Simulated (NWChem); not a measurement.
# Extrapolating the CCSD correlation energy of ammonia (H$_{3}$N)

```
N
H 1 1.0309
H 1 1.0310 2 104.01
H 1 1.0310 2 104.01 3 -108.62
```
Charge 0, spin multiplicity 1.

All runs are NWChem calculations. All single points use one geometry, from PBE/def2-SVP, a minimum by its harmonic frequencies.

The correlated methods keep 1 core orbital frozen. Coupled-cluster values serve here as a point of comparison, not as the truth.

Worked example. The CCSD correlation energy is -249.14 mHa in cc-pVTZ and -262.65 mHa in cc-pVQZ. The form E(X) = E∞ + A/X³ turns the pair into an estimate of the basis-set limit.

E∞ = (4³·(-262.65) − 3³·(-249.14))/(4³ − 3³) = -272.5 mHa. The larger basis holds 96 % of that. This is a two-point estimate.
